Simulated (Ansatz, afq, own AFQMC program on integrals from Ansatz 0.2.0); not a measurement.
CHB, singlet: AFQMC among the cluster methods

| atom | x (Å) | y (Å) | z (Å) |
| --- | --- | --- | --- |
| B | -0.6369 | 0.0000 | 0.4050 |
| C | 0.5469 | 0.0000 | -0.4567 |
| H | 0.3148 | 0.0000 | 1.0977 |

Connectivity, by distances: BH–C.

Basis 6-31G. Only valence electrons are correlated. Ansatz 0.2.0 and our own AFQMC program on the same integrals; the CISD trial comes from CCSD amplitudes, and released means the phaseless constraint is let go. Uncertainties: one standard error, sampling alone.

Determinant: RHF, the one that the program's search chose, which needn't be the lowest solution. The geometry is a point of a scan.

Full CI on the same integrals is exact in this basis and with this determinant's frozen core.

Cautions: another spin lies lower; restricted determinant unstable towards unrestricted (UHF 2.09 eV lower, ⟨S²⟩ 1.17); the search met a lower determinant of the same kind, perhaps of another symmetry (14 meV lower), and this one is a saddle point; strong correlation (T1 0.095, weight of the determinant 0.72, largest double 0.24); (T) is large, 10 % of the CCSD correlation; the released energies are still falling, so no released level is given (meV from the phaseless value at times in 1/Eh: -20 ± 4 at 0.24, -49 ± 3 at 0.51, -65 ± 4 at 0.99, -76 ± 4 at 1.62, -93 ± 7 at 2.40); the ph-AFQMC/CISD walk drifts between its halves (2.0 errors).

The T1 diagnostic is 0.0953 and the weight of the determinant in the CISD state is 0.722. The size of the correlated space is 8 electrons in 18 orbitals.

Reference: full CI, correlation energy -6.102 eV. The cautions show a poor starting determinant, so the rows tell how each method copes with it here, and full CI is the sure value.

```tsv
level	E − E(reference) (kcal/mol)	share of correlation (%)
HF	140.71	0.00
MP2	29.45	79.07
CCSD	12.09	91.41
CCSD(T)	-0.49	100.35
CCSDT	1.03	99.27
CCSDT(Q)	-0.44	100.31
CCSDTQ	0.19	99.86
ph-AFQMC/CISD	3.28 ± 0.10	97.67
```

CCSDT and higher add their correlation energy to the determinant of the CCSD(T) run, since their own runs factorise the integrals more tightly (a shift of under 2 meV). A walk keeps the symmetry of its determinant, which the program's search chose and which needn't be the lowest solution, so a lower state of the same spin and another symmetry isn't excluded.
